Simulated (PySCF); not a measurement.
## Argon: a sound run and one with changed settings

Sound run: Ar [Ar], Ar⁺ [Ne] 3s2 3p5. Computed with PySCF 2.14 in cc-pVTZ-DK (5s4p2d1f, 34 functions), with the spin-free X2C one-electron Hamiltonian (Gaussian nucleus). The sound run starts from symmetry-adapted Hartree-Fock orbitals and uses a fine grid where one is needed.

Changed run: 26 angular points. This setting is unsound on purpose.

```tsv
species	method	sound run (hartree)	changed run (hartree)	converged
Ar	UHF	-528.62142	-528.62142	yes
Ar	LDA	-527.73192	-527.73192	yes
Ar	BP86	-529.41721	-529.41721	yes
Ar⁺	UHF	-528.08649	-528.08649	yes
Ar⁺	LDA	-527.14469	-527.14480	yes
Ar⁺	BP86	-528.83667	-528.83650	yes
```

Ionisation energy of Ar:

```json
{"method": "UHF", "sound run (eV)": "14.556", "changed run (eV)": "14.556"}
{"method": "LDA", "sound run (eV)": "15.979", "changed run (eV)": "15.976"}
{"method": "BP86", "sound run (eV)": "15.797", "changed run (eV)": "15.802"}
```

A coarse angular grid integrates products of high-l functions wrongly, so density functionals can shift, and the SCF can exploit the error; Hartree-Fock and MP2 need no grid.

For comparison, NIST gives 15.760 eV between the lowest levels.
